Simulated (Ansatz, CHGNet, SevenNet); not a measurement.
# 1T (CdI2-type) TiS2: equilibrium volume per atom by level of theory

No measured value is used here.

```csv
level (code),value (Å³/atom)
CHGNet 0.3.0 (CHGNet),20.99
SevenNet-l3i5 (SevenNet),21.89
LDA (Ansatz),17.27
PBE (Ansatz),22.20
PBEsol (Ansatz),18.28
PBE-D4 (Ansatz),?
rVV10 (Ansatz),19.52
HSE06 (Ansatz),?
PBE0-D4 (Ansatz),?
```

Problem. What belongs in the gaps?

Solution. 
- PBE-D4 (Ansatz, a first-principles code), value (Å³/atom): 18.53
- HSE06 (Ansatz), value (Å³/atom): 21.76
- PBE0-D4 (Ansatz), value (Å³/atom): 18.72

LDA, PBE, PBEsol, HSE06: the cell comes from a level without a dispersion term, which matters for the spacing of layers, chains or molecules. HSE06, PBE0-D4: hybrids on metals are sensitive to the k mesh and can open a false gap. Cutoffs and k meshes differ between the levels. Ansatz's density-functional and Hartree–Fock values are scalar-relativistic unless marked +SOC, with PAW data made under PBE.

Machine-learned potentials (CHGNet 0.3.0, SevenNet-l3i5) are trained on DFT data, which may include these solids.
